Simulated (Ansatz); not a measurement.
System: Si₂H₆, charge 0, singlet. Si2H6 (SMILES [SiH3][SiH3]).
B3LYP-D3(BJ)/def2-TZVP minimum from Ansatz (a first-principles code):
```
Si
H 1 1.4832
H 1 1.4832 2 108.63
H 1 1.4832 2 108.63 3 118.00
Si 1 2.3443 2 110.30 4 121.00
H 5 1.4832 1 110.30 2 180.00
H 5 1.4832 6 108.63 1 -121.00
H 5 1.4832 6 108.63 7 -118.00
```

Property: atomisation energy (electronic, to ground-state atoms), in kcal/mol. Open shells are spin-unrestricted; no spin-orbit coupling. CBS(X,Y): correlation extrapolated as X^-3, Hartree-Fock from the larger set (Q,5: extrapolated as (X+1)exp(-9√X)). A bracket is a step between two methods taken in the basis named. The functionals are non-relativistic, so their misses hold any scalar relativity. 'core' is core correlation in cc-pwCVTZ (1s frozen past Ne), 'X2C' scalar relativity in cc-pVTZ-DK, both at CCSD(T). For partners of very few electrons the exact lower level stands in for a higher one.

CCSD(T)/CBS(cc-pV(Q+d)Z,cc-pV(5+d)Z) + [CCSDT(Q) - CCSD(T)]/cc-pV(D+d)Z + core + X2C (Ansatz) gives 534.6 kcal/mol.

Q: How far off this value is PBE/def2-TZVPD (Ansatz), in which direction, and which of these levels come nearer: r2SCAN/def2-TZVPD, PBE0/def2-TZVPD, wB97M-V/def2-TZVPD, CCSD(T)/CBS(cc-pV(Q+d)Z,cc-pV(5+d)Z) + core + X2C?

A: PBE gives 520.4 kcal/mol, 14.2 kcal/mol below it. Differences of the others: r2SCAN/def2-TZVPD (Ansatz) -2.1; PBE0/def2-TZVPD (Ansatz) -11.7; wB97M-V/def2-TZVPD (Ansatz) -0.6; CCSD(T)/CBS(cc-pV(Q+d)Z,cc-pV(5+d)Z) + core + X2C (Ansatz) -0.3 kcal/mol. Nearer than PBE: r2SCAN/def2-TZVPD, PBE0/def2-TZVPD, wB97M-V/def2-TZVPD, CCSD(T)/CBS(cc-pV(Q+d)Z,cc-pV(5+d)Z) + core + X2C.
